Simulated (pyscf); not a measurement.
PySCF, gas phase, ωB97X-D3(BJ)/def2-SVP geometries.

**Question.** For the elementary gas-phase step H₃C–InH–CH₃ + H₂S → H₃C–In(CH₃)–SH + H₂ (singlet surface; H–In, H–S broken, In–S, H–H formed), what barrier and reaction energy does PBE0-D3(BJ)/def2-TZVP give, measured from the separated reactants?

**Answer.** ΔE‡ = 2.6 kcal/mol, ΔE = -21.8 kcal/mol. ωB97M-D3(BJ)/def2-TZVP gives 9.0 kcal/mol and -19.7 kcal/mol. Zero-point energy shifts the barrier by +0.7 kcal/mol. It is a four-centre exchange, with an imaginary mode of 1266i cm⁻¹. On the reactant side the descent ends in an adduct with a In–S contact, 11.8 kcal/mol under the separated species and 16.1 kcal/mol under the saddle at ωB97X-D3(BJ)/def2-TZVP. What is counted as formed (In–S) is already present as a longer contact in the reactant adduct; forming that adduct is a step of its own. At ωB97X-D3(BJ) the barrier from the zero used here is 4.3 kcal/mol. This is the saddle that the search found; another between the same sides may lie lower. Elements past Kr carry the def2 core potentials, without spin-orbit coupling.
